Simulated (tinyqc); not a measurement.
Worked calculation: extended Hueckel theory, for CH4. Computed by tinyqc, a small Python program that keeps every step (integrals from PySCF). Settings: charge = 0, K = 2.0, multiplicity = 1. Command: `OMP_NUM_THREADS=1 python tinyqc.py 23322 23323 out.jsonl` (the two numbers bound the seeds that draw the settings). One thread of a shared host (Intel(R) Xeon(R) Processor @ 2.60GHz), about 0.01 s of CPU time with the checks.

## Overlaps

Geometry (angstrom):
```
atom          x          y          z
C      0.000000   0.000000   0.000000
H      0.607000   0.607000   0.607000
H      0.607000  -0.607000  -0.607000
H     -0.607000   0.607000  -0.607000
H     -0.607000  -0.607000   0.607000
```

Parameters chosen for this run:
```
element  shell  Slater exponent   H_ii (eV)
C           2s         1.625000  -21.400000
C           2p         1.625000  -11.400000
H           1s         1.300000  -13.600000
```

Slater orbitals, each expanded in six Gaussians scaled to its exponent.

overlap S:
```
           1C 2s     1C 2px     1C 2py     1C 2pz     2H 1s      3H 1s      4H 1s      5H 1s
1C 2s   1.000000   0.000000   0.000000   0.000000  0.514212   0.514212   0.514212   0.514212
1C 2px  0.000000   1.000000   0.000000   0.000000  0.291149   0.291149  -0.291149  -0.291149
1C 2py  0.000000   0.000000   1.000000   0.000000  0.291149  -0.291149   0.291149  -0.291149
1C 2pz  0.000000   0.000000   0.000000   1.000000  0.291149  -0.291149  -0.291149   0.291149
2H 1s   0.514212   0.291149   0.291149   0.291149  1.000000   0.164228   0.164228   0.164228
3H 1s   0.514212   0.291149  -0.291149  -0.291149  0.164228   1.000000   0.164228   0.164228
4H 1s   0.514212  -0.291149   0.291149  -0.291149  0.164228   0.164228   1.000000   0.164228
5H 1s   0.514212  -0.291149  -0.291149   0.291149  0.164228   0.164228   0.164228   1.000000
```

## Wolfsberg-Helmholz matrix

diagonal H_ii (eV): 1C 2s -21.400000, 1C 2px -11.400000, 1C 2py -11.400000, 1C 2pz -11.400000, 2H 1s -13.600000, 3H 1s -13.600000, 4H 1s -13.600000, 5H 1s -13.600000

K = 2.000000

H_ij = K' S_ij (H_ii + H_jj)/2 for i != j (the diagonal keeps H_ii), with K' = 2.

H (eV):
```
             1C 2s      1C 2px      1C 2py      1C 2pz       2H 1s       3H 1s       4H 1s       5H 1s
1C 2s   -21.400000    0.000000    0.000000    0.000000  -17.997413  -17.997413  -17.997413  -17.997413
1C 2px    0.000000  -11.400000    0.000000    0.000000   -7.278719   -7.278719    7.278719    7.278719
1C 2py    0.000000    0.000000  -11.400000    0.000000   -7.278719    7.278719   -7.278719    7.278719
1C 2pz    0.000000    0.000000    0.000000  -11.400000   -7.278719    7.278719    7.278719   -7.278719
2H 1s   -17.997413   -7.278719   -7.278719   -7.278719  -13.600000   -4.467012   -4.467012   -4.467012
3H 1s   -17.997413   -7.278719    7.278719    7.278719   -4.467012  -13.600000   -4.467012   -4.467012
4H 1s   -17.997413    7.278719   -7.278719    7.278719   -4.467012   -4.467012  -13.600000   -4.467012
5H 1s   -17.997413    7.278719    7.278719   -7.278719   -4.467012   -4.467012   -4.467012  -13.600000
```

## Orbitals

valence electrons = 8

Solve H C = S C e through S^(-1/2); fill by pairs from the bottom, a degenerate level sharing its electrons equally; each orbital has its largest coefficient positive (the first on a tie).

orbital energies (eV): -26.823450  -16.550710  -16.550710  -16.550710  13.113501  13.113501  13.113501  61.513831

occupations: 2.000000  2.000000  2.000000  2.000000  0.000000  0.000000  0.000000  0.000000

coefficients:
```
             MO1        MO2        MO3        MO4        MO5        MO6        MO7        MO8
1C 2s   0.582469   0.000000   0.000000   0.000000   0.000000   0.000000   0.000000   1.758395
1C 2px  0.000000  -0.050065  -0.215627   0.519575  -0.073903  -0.850633  -0.796648   0.000000
1C 2py  0.000000  -0.248226   0.476567   0.173860  -0.414018   0.765342  -0.778798   0.000000
1C 2pz  0.000000   0.504814   0.212952   0.137019   1.089409   0.233155  -0.350017   0.000000
2H 1s   0.187835   0.108104   0.248057   0.434698  -0.332184  -0.081661   1.063375  -0.734432
3H 1s   0.187835  -0.160516  -0.473795   0.109241   0.413813   1.021219  -0.183446  -0.734432
4H 1s   0.187835  -0.367969   0.250857  -0.252685   0.789483  -0.763690  -0.203162  -0.734432
5H 1s   0.187835   0.420382  -0.025119  -0.291254  -0.871113  -0.175868  -0.676768  -0.734432
```

sum of one-electron energies = -152.951158 eV

Within a degenerate level the vectors are fixed only up to a rotation; this is one choice.

## Mulliken analysis

P = C n C^T; charge = valence electrons (C 4, H 1) minus the sum of (P S)_ii on the atom; overlap population = 2 sum P_ij S_ij between two atoms.

charges: 1C -0.208996, 2H 0.052249, 3H 0.052249, 4H 0.052249, 5H 0.052249

Overlap populations:
```
pair      value
2-1    0.808351
3-1    0.808351
3-2   -0.034233
4-1    0.808351
4-2   -0.034233
4-3   -0.034233
5-1    0.808351
5-2   -0.034233
5-3   -0.034233
5-4   -0.034233
```
